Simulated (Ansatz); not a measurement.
Born–Oppenheimer molecular dynamics of CH5AlO (8 atoms, charge 0, multiplicity 1). It goes on from the last frame of an earlier run, with new velocities.

Level of theory: RKS r2SCAN-D4/6-31G in Ansatz 0.2.0.

```json
{"ensemble": "NVT, Langevin thermostat", "time step": "0.5 fs", "steps asked": "150", "set temperature": "700 K", "friction": "0.001 /fs", "masses": "H 10 u", "seed": "859430"}
```

First frame:

```xyz
8
Properties=species:S:1:pos:R:3
O -0.600 0.346 -0.874
C -0.182 0.756 0.600
Al 0.846 -0.852 -0.047
H -1.521 0.135 -0.917
H -1.013 0.576 1.324
H 0.131 1.791 0.437
H 0.096 -2.278 0.128
H 2.229 -0.628 -0.818
```

(1) What does the run give?

(2) What happens to the structure?

(3) How do temperature and energy run in time?

Answers

(1) The run went to its last step.

```json
{"steps done": "150", "time covered": "75 fs", "mean temperature over the second half": "439 K", "spread of the potential energy over the second half": "14.1 meV per atom", "mean potential energy of the second half above the start": "23.4 meV per atom"}
```

The mean temperature of the second half is 37 % below the set value. A run of 0.075 ps of so small a system gives no equilibrium averages. Limits of this set-up: no polarisation functions.

(2) The same pairs are bonded in the first frame and the last. Pairs count as bonded within 1.25 times the sum of covalent radii (0.12 Å more for H–H). Another seed would give other details.

(3) 
| time (fs) | T (K) | potential energy less start (eV) |
| --- | --- | --- |
| 0.0 | 612 | 0.000 |
| 2.5 | 608 | 0.012 |
| 5.0 | 583 | 0.055 |
| 7.5 | 504 | 0.108 |
| 10.0 | 468 | 0.149 |
| 12.5 | 426 | 0.171 |
| 15.0 | 404 | 0.191 |
| 17.5 | 372 | 0.216 |
| 20.0 | 394 | 0.209 |
| 22.5 | 457 | 0.170 |
| 25.0 | 457 | 0.155 |
| 27.5 | 411 | 0.209 |
| 30.0 | 338 | 0.297 |
| 32.5 | 291 | 0.347 |
| 35.0 | 288 | 0.352 |
| 37.5 | 287 | 0.355 |
| 40.0 | 259 | 0.377 |
| 42.5 | 252 | 0.399 |
| 45.0 | 308 | 0.349 |
| 47.5 | 414 | 0.241 |
| 50.0 | 489 | 0.168 |
| 52.5 | 505 | 0.147 |
| 55.0 | 521 | 0.115 |
| 57.5 | 575 | 0.065 |
| 60.0 | 559 | 0.044 |
| 62.5 | 506 | 0.073 |
| 65.0 | 447 | 0.131 |
| 67.5 | 448 | 0.150 |
| 70.0 | 493 | 0.127 |
| 72.5 | 471 | 0.138 |
| 75.0 | 421 | 0.184 |

Time of the run: 4.2 min on 1 CPU thread of a shared host.
